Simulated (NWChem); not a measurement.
# P2 (diphosphorus) at 6 levels

We compute a comparison of 6 runs (HF/STO-3G, HF/3-21G, M06-L/def2-TZVPPD, B3LYP/6-31G*, r2SCAN/def2-TZVPPD, MP2/def2-SVP) of P2 (diphosphorus). 

Program for the calculation: NWChem 7.3.0.

1 further run of the same task is left out (set aside as unsound or not needed).

## Step 1: The system as given

P2 has 2 atoms, charge 0, and is taken as a singlet. SMILES: `P#P`. Geometry: the measured bond length.

Bond lengths: P1–P2 1.893 Å.

## Step 2: Energy and gradient at HF/STO-3G (run 1)

Contents of run.py:

```python
from ase import Atoms
from ase.calculators.nwchem import NWChem

atoms = Atoms(['P', 'P'], positions=[
    [0.000000, 0.000000, 0.000000],
    [0.000000, 0.000000, 1.893400],
])

calc = NWChem(
    label='p2',
    theory='scf',
    memory='2200 mb',
    basis='STO-3G',
    basispar='spherical bse',
    scf={'nopen': '0', 'rhf': None, 'thresh': '1e-08', 'maxiter': '80'},
)
atoms.calc = calc

forces = atoms.get_forces()
e = atoms.get_potential_energy()
print(f"E = {e:.6f} eV")
print("forces (eV/A):")
for s, f in zip(atoms.symbols, forces):
    print(f"{s:2s} {f[0]:10.5f} {f[1]:10.5f} {f[2]:10.5f}")
print("dipole (e A):", atoms.get_dipole_moment().round(4))
```

Run with:

```bash
$ export ASE_NWCHEM_COMMAND="nwchem PREFIX.nwi > PREFIX.nwo"
$ python run.py
```

The log of the run:

```text
E = -18333.832142 eV
forces (eV/A):
P     0.00000    0.00000    4.82149
P    -0.00000   -0.00000   -4.82149
dipole (e A): [-0.  0. -0.]
```

The calculator wrote p2.nwi:

```
title "p2"

permanent_dir p2

scratch_dir p2

start p2

geometry units angstrom nocenter noautosym noautoz
  P  0.0000000000000000e+00 0.0000000000000000e+00 0.0000000000000000e+00
  P  0.0000000000000000e+00 0.0000000000000000e+00 1.8934000000000000e+00
end

memory 2200 mb

basis spherical bse noprint
   * library STO-3G
end

scf
  nopen 0
  rhf
  thresh 1e-08
  maxiter 80
end

task scf gradient
```

p2.nwo:

```text
Northwest Computational Chemistry Package (NWChem) 7.3.0
             --------------------------------------------------------

           Job information
           ---------------

    nwchem branch   = 7.3.0
    use scalapack   = T
    input           = p2.nwi
    prefix          = p2.
    data base       = p2/p2.db
    status          = startup
    nproc           =        1

           Memory information
           ------------------

    heap     =     72089600 doubles =      550.0 Mbytes
    stack    =     72089597 doubles =      550.0 Mbytes
    global   =    144179200 doubles =     1100.0 Mbytes (distinct from heap & stack)
    total    =    288358397 doubles =     2200.0 Mbytes
    verify   = yes
    hardfail = no

           Directory information
           ---------------------

  0 permanent = p2
  0 scratch   = p2

                                NWChem Input Module
                                -------------------

                                        p2
                                        --

[... 87 lines left out ...]
 Convergence threshold     :          1.000E-08
[... 11 lines left out ...]
       Final RHF  results
[... 3 lines left out ...]
      One-electron energy =  -1065.970131640559
[... 1 line left out ...]
 Nuclear repulsion energy =     62.884166591809
[... 26 lines left out ...]
                       ROHF Final Molecular Orbital Analysis
[... 110 lines left out ...]
       Multipole analysis of the density wrt the origin
       ------------------------------------------------

     L   x y z        total         open         nuclear
     -   - - -        -----         ----         -------
     0   0 0 0     -0.000000      0.000000     30.000000

     1   1 0 0     -0.000000      0.000000      0.000000
[... 8 lines of this table left out ...]
     2   0 0 2    -17.979574      0.000000    192.032031

                              NWChem Gradients Module
                              -----------------------

                                        p2

  wavefunction    =   RHF

                         RHF ENERGY GRADIENTS

    atom               coordinates                        gradient
                 x          y          z           x          y          z
   1 P       0.000000   0.000000   0.000000   -0.000000  -0.000000  -0.093763
   2 P       0.000000   0.000000   3.578007    0.000000   0.000000   0.093763

                 ----------------------------------------
                 |  Time  |  1-e(secs)   |  2-e(secs)   |
                 ----------------------------------------
                 |  CPU   |       0.00   |       0.06   |
                 ----------------------------------------
                 |  WALL  |       0.00   |       0.06   |
                 ----------------------------------------

 Task  times  cpu:        0.4s     wall:        0.4s
 Total times  cpu:        0.4s     wall:        0.4s
```

Run time: 1.6 s. Hardware: 1 thread of Intel Xeon Platinum 8375C at 2.90GHz (Ice Lake), shared host; peak memory 0.1 GiB.

## Step 3: Energy and gradient at HF/3-21G (run 2)

Contents of p2.nw:

```
start p2
title "P2 hf"
memory total 2200 mb

geometry units angstrom noautosym nocenter noautoz
   P      0.000000     0.000000     0.000000
   P      0.000000     0.000000     1.893400
end

basis spherical bse
   * library 3-21G
end

scf
   thresh 1e-08
   maxiter 80
   noprint "final vectors analysis"
end

task scf gradient
```

Run with:

```bash
$ nwchem p2.nw > p2.out
```

The log of the run:

```text
[...]
  functions       =    26
[...]
  wavefunction    = RHF
[...]
         Total SCF energy =   -677.976290229655
      One-electron energy =  -1064.016310055860
      Two-electron energy =    323.155853234396
 Nuclear repulsion energy =     62.884166591809
        Time for solution =      0.4s
[...]
                         RHF ENERGY GRADIENTS
    atom               coordinates                        gradient
                 x          y          z           x          y          z
   1 P       0.000000   0.000000   0.000000    0.000000  -0.000000   0.027741
   2 P       0.000000   0.000000   3.578007   -0.000000   0.000000  -0.027741
[...]
```

Run time: 1.1 s. Hardware: 1 thread of Intel Xeon Platinum 8375C at 2.90GHz (Ice Lake), shared host; peak memory 0.098 GiB.

Runs 3 to 5 aren't shown in full; the table further down has their settings and results.

## Step 4: Energy and forces at MP2/def2-SVP (run 6)

Contents of run.nw:

```
start run
title "P2"
memory stack 880 mb heap 220 mb global 1100 mb
charge 0

geometry noautosym nocenter noautoz
P        0.000000       0.000000       0.000000
P        0.000000       0.000000       1.893400
end

basis spherical bse
P library def2-SVP
end

scf
thresh 1e-08
maxiter 80
print low
end

mp2
freeze core 10
tight
end

task mp2 gradient
```

Run with:

```bash
$ nwchem run.nw > run.out
```

The log of the run:

```text
[...]
  functions       =    36
[...]
  wavefunction    = RHF
[...]
         Total SCF energy =   -681.245301192234
      One-electron energy =  -1068.259081671195
      Two-electron energy =    324.129613887152
 Nuclear repulsion energy =     62.884166591809
        Time for solution =      0.6s
[...]
          Total MP2 energy          -681.469627946810
[...]
                         mp2 ENERGY GRADIENTS
    atom               coordinates                        gradient
                 x          y          z           x          y          z
   1 P       0.000000   0.000000   0.000000   -0.000000   0.000000   0.023448
   2 P       0.000000   0.000000   3.578007    0.000000  -0.000000  -0.023448
[...]
```

It took 2.7 s on 1 thread of Intel Xeon Platinum 8375C at 2.90GHz (Ice Lake), shared host; peak memory 0.1 GiB.

## Step 5: Overview of the runs

```
run                               level  iteration cap  module  energy (Eh)  dipole moment (D)  largest force (eV/Å)  wall time
  1                           HF/STO-3G             80     scf  -673.755910               0.00                 4.821      1.6 s
  2                            HF/3-21G             80     scf  -677.976290               0.00                 1.426      1.1 s
  3                   M06-L/def2-TZVPPD            100     dft  -682.697559                  –                 0.242       24 s
  4  B3LYP/6-31G* (Cartesian functions)            100     dft  -682.688863               0.00                 0.410      5.7 s
  5                  r2SCAN/def2-TZVPPD            100     dft  -682.656240               0.00                 0.129       15 s
  6                        MP2/def2-SVP             80     mp2  -681.469628               0.00                 1.206      2.7 s
```

## Step 6: Outcome

```
                                                      quantity          value
                                           run 6: total energy  -681.46963 Eh
run 6: dipole moment (of the density that the program reports)         0.00 D
           run 6: correlation energy (10 core orbitals frozen)     -224.3 mEh
                               run 6: largest force on an atom     1.206 eV/Å
```

Over runs 1, 4, 5 the HOMO–LUMO gap runs from 4.05 eV (r2SCAN/def2-TZVPPD) to 12.09 eV (HF/STO-3G). The two ends differ in method and basis. Totals of different functionals can't be ranked against each other. In run 1 the basis is minimal, so the values are rough. All runs together took 51 s, the longest 24 s.
